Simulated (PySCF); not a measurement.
Simulated outer-valence photoelectron spectrum of `FBP` (BFH3P). Method: EOM-IP-CCSD/aug-cc-pVDZ in PySCF, restricted Hartree–Fock reference, 7 core orbitals frozen, non-relativistic, gas phase, PBE0-D3(BJ)/def2-SVP geometry.

Each root has a Gaussian of 0.6 eV full width with its one-hole share as area; cross sections and vibrations are left out, and the highest printed point is 100.

(ionisation energy (eV), intensity): (9.2, 0), (9.4, 3), (9.6, 18), (9.8, 51), (10.0, 79), (10.2, 66), (10.4, 30), (10.6, 7), (10.8, 1), (11.0, 0), (11.2, 2), (11.4, 12), (11.6, 41), (11.8, 74), (12.0, 74), (12.2, 40), (12.4, 11), (12.6, 2), (12.8, 0), (13.0, 2), (13.2, 11), (13.4, 38), (13.6, 73), (13.8, 75), (14.0, 41), (14.2, 13), (14.4, 3), (14.6, 9), (14.8, 33), (15.0, 68), (15.2, 76), (15.4, 46), (15.6, 16), (15.8, 9), (16.0, 28), (16.2, 66), (16.4, 94), (16.6, 100), (16.8, 96), (17.0, 70), (17.2, 32), (17.4, 8), (17.6, 1)

Task: Where are the maxima, and how many lines lie under the curve?

Result: 5 maxima, at 10.0, 11.9, 13.7, 15.1 and 16.6 eV, from 6 lines. At this width some lines have no maximum of their own.

Task: List the lines with their holes.

Result: 
```json
{"E (eV)": "10.04", "leading hole (HF orbital)": "HOMO", "area": "0.96", "Koopmans (eV)": "10.28"}
{"E (eV)": "11.90", "leading hole (HF orbital)": "HOMO-1", "area": "0.95", "Koopmans (eV)": "12.63"}
{"E (eV)": "13.71", "leading hole (HF orbital)": "HOMO-2", "area": "0.95", "Koopmans (eV)": "14.37"}
{"E (eV)": "15.14", "leading hole (HF orbital)": "HOMO-3", "area": "0.93", "Koopmans (eV)": "16.37"}
{"E (eV)": "16.37", "leading hole (HF orbital)": "HOMO-4", "area": "0.94", "Koopmans (eV)": "18.59"}
{"E (eV)": "16.86", "leading hole (HF orbital)": "HOMO-5", "area": "0.93", "Koopmans (eV)": "19.26"}
```

The widest gap, 1.86 eV, lies between 10.04 and 11.90 eV. Only orbitals with −ε under 21 eV, eight at most, were ionised, so the high end of the curve may lack lines.

The run took 2.3 min on Intel Xeon Platinum 8375C at 2.90 GHz, one thread, shared host with 96 logical CPUs at a one-minute load of 40, and the process peaked at 0.92 GiB of memory.

The values belong to the conformer `[F:1][BH:2][PH2:3]`: H–P3–B2–F1 -40°, H–P3–B2–F1 -139°.
